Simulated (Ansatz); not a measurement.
Saddle point of H$_{2}$Cl, doublet (HCl + H → Cl + H₂; bonds formed: H1–H3; bonds broken: Cl2–H3), PBE0-D4/def2-TZVP structure:

```
3
angstrom
H -0.9498 0.5423 0.4535
Cl 1.0305 -0.5882 -0.4920
H -0.0806 0.0458 0.0384
```

Energies are electronic, without zero-point energy. Barriers and step energies count from the start structure reached by relaxing down the imaginary mode; all methods use the PBE0-D4 structures, on which another method's saddle can fall below an end. Computed with Ansatz 0.2.0 (basis: def2-TZVPP, with def2-QZVPP for the basis limit); correlated methods freeze the cores; orbitals are unrestricted. B3LYP uses VWN-RPA correlation. Extrapolation: Hartree–Fock as exp(−7.88 √X), correlation as X^−2.97.

| method | barrier (eV) | step energy (eV) |
| --- | --- | --- |
| SPW92 | -0.189 | 0.165 |
| PBE-D4 | ? | 0.013 |
| BLYP-D4 | -0.078 | -0.243 |
| r2SCAN-D4 | -0.048 | -0.082 |
| B97M-V | ? | -0.060 |
| PBE0-D4 | ? | -0.004 |
| B3LYP-D4 | 0.004 | -0.235 |
| r2SCAN0-D4 | 0.017 | -0.117 |
| BHLYP-D4 | 0.120 | -0.276 |
| CAM-B3LYP-D4 | 0.063 | -0.189 |
| wB97X-V | 0.208 | -0.101 |
| wB97M-V | 0.202 | -0.100 |
| B2PLYP | 0.131 | -0.153 |
| PBE-QIDH | 0.225 | 0.012 |
| RPA on PBE | 0.215 | -0.287 |
| HF | 0.541 | -0.229 |
| MP2 | 0.349 | 0.087 |
| CCSD | 0.264 | -0.194 |
| CCSD(T) | 0.242 | -0.140 |

Question: Fill in the withheld barriers. (To be estimated.)

Answer: By the calculation: B97M-V 0.119; PBE-D4 -0.007; PBE0-D4 0.090 eV. Each is the energy of the saddle less that of the start structure, by the same method.

For comparison, the barrier by CCSD(T) at an estimated basis limit (MP2 extrapolated from triple and quadruple zeta, plus CCSD(T) − MP2 in triple zeta) is 0.225 eV.

No T1 diagnostic of these runs exceeds 0.014. ⟨S²⟩ of the unrestricted Hartree–Fock references: 0.75 to 0.78 (a pure state has 0.75).

For scale, one of the runs: CCSD(T)/def2-TZVPP, 70 basis functions, launched by `ansatz run in.yaml --threads 2 --pin off --events-out ev --progress --plain --max-ram 4352MiB`. The run took about 1.4 s on 2 CPU threads of an Arm Neoverse V2 (shared host).
